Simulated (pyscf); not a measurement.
PySCF, gas phase, ωB97X-D3(BJ)/def2-SVP geometries.

Estimate the classical barrier height and the reaction energy of `[OH][Si]([OH])([OH])[OH]` + `[H][H]` → `[OH][SiH]([OH])[OH]` + `[OH2]` at ωB97M-D3(BJ)/def2-TZVP. The step runs on the singlet surface, breaks O–Si, H–H and forms H–Si, H–O; take the separated reactants as zero.

ΔE‡ = 2.35 eV, ΔE = +1.07 eV. Zero-point energy shifts the barrier by +0.15 eV. It is a four-centre exchange, with an imaginary mode of 1151i cm⁻¹. On the product side the descent ends in a bound adduct (not fully relaxed), 0.40 eV under the separated species and 1.71 eV under the saddle at ωB97X-D3(BJ)/def2-TZVP. One saddle was located; it need not be the lowest between these sides.
